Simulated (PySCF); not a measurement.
## How well do the runs reproduce experiment for CFCl3?

**Experimental background.**

From NIST CCCBDB Release 22 (SRD 101), experimental dipoles, for the gas: dipole moment (microwave Stark effect, vibrational ground state) 0.46 ± 0.02 D.

How close the calculation comes is told at the end.

CFCl3.
Numbering: `[F:1][C:2]([Cl:3])([Cl:4])[Cl:5]`

Geometry (GFN2-xTB, Å), atoms numbered from 1 in this order:
```xyz
5
CCl3F angstrom
F      0.0603   -0.1410    1.3961
C      0.0046   -0.0063    0.0667
Cl    -0.4579    1.6606   -0.3126
Cl     1.6028   -0.3706   -0.6039
Cl    -1.2011   -1.1397   -0.5634
```

The PySCF runs (gas phase, on this GFN2-xTB geometry; no spin–orbit coupling):

| level | job | basis functions |
| --- | --- | --- |
| B97-2/pcSseg-2 | shieldings | 201 |
| BHandHLYP/pcSseg-2 | shieldings | 201 |
| CAM-B3LYP/pcSseg-2 | shieldings | 201 |
| HCTH407/pcSseg-2 | shieldings | 201 |
| HSE06/pcSseg-2 | shieldings | 201 |
| LC-wPBE/pcSseg-2 | shieldings | 201 |
| OLYP/pcSseg-2 | shieldings | 201 |
| WP04/pcSseg-2 | shieldings | 201 |
| mPW1PW91/pcSseg-2 | shieldings | 201 |
| revPBE/pcSseg-2 | shieldings | 201 |
| wB97X-D/pcSseg-2 | shieldings | 201 |
| wB97X/pcSseg-2 | shieldings | 201 |

**Comparison with experiment**

**Dipole moment.** Measured: 0.46 D (NIST CCCBDB Release 22 (SRD 101), experimental dipoles).

```tsv
level	computed (D)	computed − measured (D)	% (from the printed values)
B97-2/pcSseg-2	0.36	-0.10	-22
BHandHLYP/pcSseg-2	0.48	+0.02	+4
CAM-B3LYP/pcSseg-2	0.44	-0.02	-4
HCTH407/pcSseg-2	0.31	-0.15	-33
HSE06/pcSseg-2	0.38	-0.08	-17
LC-wPBE/pcSseg-2	0.40	-0.06	-13
OLYP/pcSseg-2	0.29	-0.17	-37
WP04/pcSseg-2	0.49	+0.03	+7
mPW1PW91/pcSseg-2	0.38	-0.08	-17
revPBE/pcSseg-2	0.28	-0.18	-39
wB97X-D/pcSseg-2	0.37	-0.09	-20
wB97X/pcSseg-2	0.39	-0.07	-15
```

The computed dipoles belong to one fixed geometry; measured ones are averaged over vibrations unless marked μe. Magnitudes are compared, not signs.

No measured geometry was used, and the causes of the misses weren't examined.
